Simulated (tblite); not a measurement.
Record of a relaxation.

Compound: AlBH₄O.
Bonds: B1–O2, O2–Al3. Hydrogens: H4, H5 on B1; H6, H7 on Al3.

Computed with GFN2-xTB (tblite), gas phase: L-BFGS steps from a force-field or distance-geometry start until the largest atomic force falls under 0.01 eV/Å. 14 of its 46 geometries are shown.

Step 0: E = -230.3392 eV, largest atomic force 4.227 eV/Å
```
atom  x, y, z in Å  |  force x, y, z in eV/Å
B1     -1.359    0.110   -0.013   -0.005  -3.217  -2.254
O2     -0.213   -0.662   -0.480    0.371   3.168   2.774
Al3     1.379   -0.077    0.208   -1.021  -0.712  -2.114
H4     -1.988    0.660   -0.885    0.734   0.349   0.638
H5     -2.051   -0.473    0.781    0.632   0.706   0.235
H6      1.607    1.515    0.257   -0.101  -0.694   0.334
H7      2.628   -1.068    0.106   -0.610   0.401   0.387
```

Step 3: E = -231.5456 eV, largest atomic force 1.400 eV/Å
```
atom  x, y, z in Å  |  force x, y, z in eV/Å
B1     -1.413   -0.065   -0.132   -0.661  -0.111   0.047
O2     -0.171   -0.490   -0.326   -0.178   0.142   0.128
Al3     1.366   -0.098    0.081    1.239   0.623  -0.195
H4     -1.940    0.682   -0.857    0.021   0.106  -0.348
H5     -2.013   -0.436    0.798   -0.141  -0.216   0.248
H6      1.596    1.456    0.277   -0.047  -0.460   0.053
H7      2.579   -1.044    0.131   -0.234  -0.084   0.065
```

Step 7: E = -231.6591 eV, largest atomic force 0.397 eV/Å
```
atom  x, y, z in Å  |  force x, y, z in eV/Å
B1     -1.457   -0.090   -0.135   -0.052   0.168   0.132
O2     -0.164   -0.414   -0.267   -0.136   0.249   0.119
Al3     1.430   -0.049    0.021    0.068  -0.321   0.023
H4     -1.940    0.679   -0.901   -0.024  -0.345   0.089
H5     -2.042   -0.472    0.826   -0.001  -0.048  -0.311
H6      1.609    1.425    0.291    0.238   0.317   0.025
H7      2.566   -1.074    0.140   -0.093  -0.020  -0.079
```

Step 10: E = -231.7133 eV, largest atomic force 0.481 eV/Å
```
atom  x, y, z in Å  |  force x, y, z in eV/Å
B1     -1.477   -0.062   -0.102   -0.009  -0.153  -0.150
O2     -0.167   -0.307   -0.201    0.033   0.083   0.092
Al3     1.461   -0.045   -0.017    0.009   0.197   0.439
H4     -1.961    0.612   -0.940   -0.187  -0.088   0.114
H5     -2.086   -0.526    0.800    0.031   0.074  -0.164
H6      1.677    1.457    0.302    0.256  -0.173  -0.153
H7      2.557   -1.123    0.129   -0.134   0.061  -0.178
```

Step 14: E = -231.8105 eV, largest atomic force 0.447 eV/Å
```
atom  x, y, z in Å  |  force x, y, z in eV/Å
B1     -1.499   -0.060   -0.096    0.103  -0.190  -0.135
O2     -0.163   -0.091   -0.053    0.000  -0.077   0.018
Al3     1.496    0.003    0.074   -0.191   0.217   0.086
H4     -2.063    0.461   -0.972    0.023   0.265  -0.321
H5     -2.151   -0.602    0.703   -0.005  -0.191   0.404
H6      1.893    1.475    0.272    0.213  -0.105  -0.021
H7      2.489   -1.181    0.045   -0.143   0.081  -0.032
```

Step 17: E = -231.8397 eV, largest atomic force 0.256 eV/Å
```
atom  x, y, z in Å  |  force x, y, z in eV/Å
B1     -1.504   -0.089   -0.116   -0.157   0.070   0.085
O2     -0.167   -0.080   -0.036   -0.225  -0.089  -0.062
Al3     1.486    0.028    0.104   -0.037  -0.061  -0.088
H4     -2.068    0.471   -0.997    0.224  -0.107   0.064
H5     -2.147   -0.620    0.725    0.147  -0.014  -0.078
H6      1.946    1.464    0.263    0.189   0.153   0.055
H7      2.456   -1.169    0.029   -0.141   0.048   0.023
```

Step 21: E = -231.8592 eV, largest atomic force 0.187 eV/Å
```
atom  x, y, z in Å  |  force x, y, z in eV/Å
B1     -1.527   -0.092   -0.109    0.185  -0.013   0.025
O2     -0.191   -0.055   -0.013    0.109  -0.016  -0.008
Al3     1.470    0.056    0.109   -0.025   0.135  -0.069
H4     -2.050    0.441   -1.018   -0.029  -0.019   0.011
H5     -2.140   -0.654    0.722   -0.063  -0.010  -0.004
H6      2.039    1.480    0.266   -0.029  -0.104   0.020
H7      2.402   -1.169    0.015   -0.147   0.027   0.025
```

Step 24: E = -231.8665 eV, largest atomic force 0.112 eV/Å
```
atom  x, y, z in Å  |  force x, y, z in eV/Å
B1     -1.521   -0.098   -0.103    0.065  -0.042  -0.018
O2     -0.189   -0.032    0.007    0.014   0.018  -0.014
Al3     1.466    0.091    0.103    0.060  -0.094  -0.006
H4     -2.047    0.411   -1.023   -0.031   0.025  -0.018
H5     -2.145   -0.674    0.711   -0.002  -0.003   0.036
H6      2.094    1.473    0.270   -0.010   0.086   0.017
H7      2.346   -1.167    0.008   -0.096   0.010   0.004
```

Step 28: E = -231.8685 eV, largest atomic force 0.095 eV/Å
```
atom  x, y, z in Å  |  force x, y, z in eV/Å
B1     -1.515   -0.104   -0.105   -0.028   0.016  -0.003
O2     -0.184   -0.028    0.006    0.020  -0.003  -0.019
Al3     1.471    0.093    0.101   -0.029   0.088   0.021
H4     -2.047    0.409   -1.022    0.004  -0.010   0.004
H5     -2.141   -0.676    0.712    0.041  -0.002   0.001
H6      2.097    1.483    0.274   -0.022  -0.011   0.002
H7      2.322   -1.171    0.008    0.014  -0.078  -0.005
```

Step 31: E = -231.8692 eV, largest atomic force 0.027 eV/Å
```
atom  x, y, z in Å  |  force x, y, z in eV/Å
B1     -1.512   -0.104   -0.106    0.007   0.011  -0.001
O2     -0.181   -0.030   -0.001   -0.005   0.017  -0.005
Al3     1.472    0.098    0.102   -0.008  -0.007  -0.001
H4     -2.047    0.408   -1.021   -0.011  -0.003  -0.009
H5     -2.134   -0.676    0.715    0.025  -0.007   0.007
H6      2.095    1.490    0.277   -0.005  -0.018   0.004
H7      2.311   -1.181    0.008   -0.002   0.007   0.005
```

Step 35: E = -231.8696 eV, largest atomic force 0.034 eV/Å
```
atom  x, y, z in Å  |  force x, y, z in eV/Å
B1     -1.512   -0.102   -0.108   -0.005  -0.006   0.000
O2     -0.182   -0.017   -0.001   -0.009   0.012  -0.022
Al3     1.471    0.100    0.103    0.017  -0.029  -0.003
H4     -2.052    0.402   -1.025   -0.001  -0.008   0.015
H5     -2.122   -0.680    0.716   -0.005   0.005  -0.002
H6      2.098    1.486    0.279    0.010   0.013   0.008
H7      2.304   -1.184    0.008   -0.006   0.013   0.005
```

Step 38: E = -231.8697 eV, largest atomic force 0.018 eV/Å
```
atom  x, y, z in Å  |  force x, y, z in eV/Å
B1     -1.512   -0.102   -0.108   -0.002  -0.005  -0.001
O2     -0.182   -0.013   -0.004    0.007   0.000  -0.013
Al3     1.472    0.099    0.102   -0.007   0.017  -0.002
H4     -2.054    0.400   -1.025   -0.009   0.001   0.000
H5     -2.120   -0.681    0.717   -0.006   0.001   0.007
H6      2.099    1.486    0.281    0.007  -0.008   0.005
H7      2.301   -1.185    0.009    0.010  -0.005   0.004
```

Step 42: E = -231.8698 eV, largest atomic force 0.016 eV/Å
```
atom  x, y, z in Å  |  force x, y, z in eV/Å
B1     -1.512   -0.102   -0.109   -0.002   0.004  -0.006
O2     -0.182   -0.010   -0.012   -0.002  -0.012   0.010
Al3     1.471    0.100    0.102    0.006  -0.006  -0.009
H4     -2.059    0.398   -1.024   -0.015  -0.002  -0.001
H5     -2.117   -0.681    0.720    0.008   0.006  -0.004
H6      2.101    1.484    0.285    0.006   0.007   0.006
H7      2.301   -1.185    0.012   -0.001   0.003   0.003
```

Step 45: E = -231.8699 eV, largest atomic force 0.010 eV/Å
```
atom  x, y, z in Å  |  force x, y, z in eV/Å
B1     -1.513   -0.102   -0.111   -0.003   0.001   0.000
O2     -0.182   -0.011   -0.017   -0.001  -0.001  -0.001
Al3     1.471    0.101    0.100    0.006  -0.008   0.000
H4     -2.064    0.398   -1.023    0.001  -0.003   0.002
H5     -2.114   -0.679    0.721    0.000   0.002  -0.002
H6      2.103    1.484    0.288    0.001   0.004   0.001
H7      2.302   -1.185    0.014   -0.003   0.004  -0.001
```

Q: Summarise the path.

A: The energy falls by 147.69 kJ/mol from step 0 to step 45; nine tenths of that is first reached at step 11. It falls at every step. The largest force goes from 4.227 to 0.010 eV/Å. Among the bonds O2–Al3 changes most, from 1.830 to 1.661 Å; the atoms move by 0.429 Å rms after alignment.

What follows is the cost of the whole relaxation. The run took 0.18 s of wall time on one thread of an Arm Neoverse N1, shared host with 64 logical CPUs at a one-minute load of 31.
